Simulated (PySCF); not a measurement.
Species: CS.
InChI=1S/CS/c1-2

Computed, not measured: PBE/def2-TZVP geometry optimisation, gas phase (PySCF).

Masses are those of the commonest isotopes; rigid-rotor values at the optimised geometry. 

Question: What are the moment of inertia and the rotational constant?

Answer: I = 20.865 u·Å², B = 505379 MHz·u·Å²/I = 24222 MHz (0.8080 cm⁻¹, or 1.162 K as hB/k). For two atoms I = μr² with μ = 8.7252 u and r = 1.5464 Å.

Question: List the first levels of a rigid rotor in a Σ state.

Answer: E(J) = BJ(J+1): J = 1: 1.616, J = 2: 4.848, J = 3: 9.695, J = 4: 16.159, J = 5: 24.239, J = 6: 33.934 cm⁻¹.

Question: Where do the first rotational lines fall?

Answer: The dipole is 1.93 D; J+1 ← J lies at 2B(J+1): 1 ← 0 at 48.44 GHz, 2 ← 1 at 96.89 GHz, 3 ← 2 at 145.33 GHz, 4 ← 3 at 193.77 GHz, 5 ← 4 at 242.22 GHz, 6 ← 5 at 290.66 GHz.

PBE/def2-TZVP frequencies: not computed here. Zero-point vibration and centrifugal distortion are left out.
